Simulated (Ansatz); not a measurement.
# Structure relaxation of P3W

All numbers below come from Ansatz 0.2.0, DFT PBE, scalar-relativistic, plane waves, PAW. Cutoff 420 eV, Γ-centred k mesh, Gaussian smearing, no spin polarisation in the final step.

P3W was placed on the Ni3Sn (D0_19) structure type (P6_3/mmc, No. 194), with W in place of Sn, P in place of Ni, at a guessed volume.

```xyz
8
Lattice="5.8246 0.0000 0.0000 -2.9123 5.0443 0.0000 0.0000 0.0000 4.6752" Properties=species:S:1:pos:R:3 pbc="T T T"
P     2.9123    3.3595    1.1688
P    -1.4532    4.2019    3.5064
P     1.4591    0.8424    1.1688
P     0.0000    1.6848    3.5064
P     4.3656    0.8424    1.1688
P     1.4532    4.2019    3.5064
W     0.0000    3.3628    1.1688
W     2.9123    1.6814    3.5064
```

Cell and atoms relax at zero pressure; the relaxation can't lower the symmetry of the start. After a coarse first stage the cell is made exact in the group found at 0.06 Å.

Energies over the elements count from the elements' standard structures at the same level, with no empirical corrections.

What does it relax into?

It keeps P6_3/mmc (No. 194). The result has the Ni3Sn (D0_19) structure. Conventional cell: a = 5.643 Å, c = 4.450 Å. P is coordinated by 2 P at 2.40 Å, 2 W at 2.62 Å, 2 W at 2.83 Å and 4 P at 2.91 Å (next P at 3.24 Å); around W lie 6 P at 2.62 Å and 6 P at 2.83 Å.

```cif
data_structure
_symmetry_space_group_name_H-M 'P6_3/mmc'
_symmetry_Int_Tables_number 194
_cell_length_a 5.6432
_cell_length_b 5.6432
_cell_length_c 4.4498
_cell_angle_alpha 90.000
_cell_angle_beta 90.000
_cell_angle_gamma 120.000
_cell_volume 122.72
loop_
_atom_site_label
_atom_site_type_symbol
_atom_site_symmetry_multiplicity
_atom_site_Wyckoff_symbol
_atom_site_fract_x
_atom_site_fract_y
_atom_site_fract_z
_atom_site_occupancy
P1 P 6 h 0.80841 0.61681 0.25000 1
W1 W 2 c 0.33333 0.66667 0.25000 1
```

What are its volume, energy, density and gap?

The volume per atom is 15.34 Å³. The density is 7.49 g/cm³, the energy over the elements is 0.52 eV/atom and the gap on the 12×12×8 mesh is 0 eV (a metal).

The final run used a 12×12×8 mesh on its 8-atom cell and 0.10 eV smearing. For metals, differences of a few meV/atom aren't resolved. Spin–orbit coupling is left out. Symmetry constrained the relaxation, so the result can be a saddle point.

Cost: 4 runs of about 1.6 core-minutes in all, on Intel Xeon 6975P-C (Granite Rapids) (shared hosts).